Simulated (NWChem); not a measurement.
# Correlation energy of NO

```
N
O 1 1.1424
```
Charge 0, spin multiplicity 2.

Program: NWChem. The geometry was optimised at UPBE0/def2-SVP, a minimum by its harmonic frequencies.

Basis set: cc-pVTZ. Each correlation energy counts from its own Hartree-Fock reference.

The correlated methods keep 2 core orbitals frozen. The structure started from a generated list of species. The unpaired electrons of the parent sit in orbitals of symmetry b2 (C2v labels of the run); other states weren't searched. The stability of the SCF solutions was not checked. Open-shell Hartree-Fock references start from PBE0 orbitals. Coupled-cluster values serve here as a point of comparison, not as the truth.

Q: For the correlation energy, URI-MP2 gives -395.7 mHa and UMP2 gives -395.7 mHa. What do SCS-UMP2, CCSD on ROHF, CCSD[T] on ROHF give?

A: SCS-UMP2: -384.8 mHa; CCSD on ROHF: -407.7 mHa; CCSD[T] on ROHF: -428.4 mHa.
